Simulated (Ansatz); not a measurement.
Results of LDA in Ansatz (plane waves, PAW) for corundum Cr₂O₃.

Settings: plane-wave cutoff 500 eV, 10×10×10 k mesh, Fermi–Dirac smearing 0.05 eV, magnetic order afm++--, spin-polarised with opposed moments, scalar-relativistic PAW data made under PBE.

Cell (relaxed at this level):

Space group R-3c, hexagonal axes (No. 167); a = 4.6793 Å, b = 4.6793 Å, c = 14.1218 Å, α = 90.00°, β = 90.00°, γ = 120.00°

| atom | site | symmetry | x | y | z |
|---|---|---|---|---|---|
| Cr | 12c | 3. | 0.0000 | 0.0000 | 0.1562 |
| O | 18e | .2 | 0.3143 | 0.3143 | 0.2500 |
(The calculation used a cell of 10 atoms; values per cell refer to that cell.)

### Question
Give the computed magnetic moment (largest site, within a sphere) and band gap.

### Answer

* **magnetic moment (largest site, within a sphere)**: 1.93 μB
* **band gap**: 0.19 eV (on the SCF k mesh)

Measured, for comparison: band gap 3.3 ± 0.1 eV (temperature not stated, not corrected to a static lattice, middle of the range; as tabulated in Medasani et al. (2019), arXiv:1904.04625). Computed (rounded) less measured: band gap -3.11 eV.

Moments are spin moments.

The computed numbers hold no vibrational or temperature effects.

It cost roughly 21 core-minutes of CPU time.

Ansatz is a program for electronic structure.
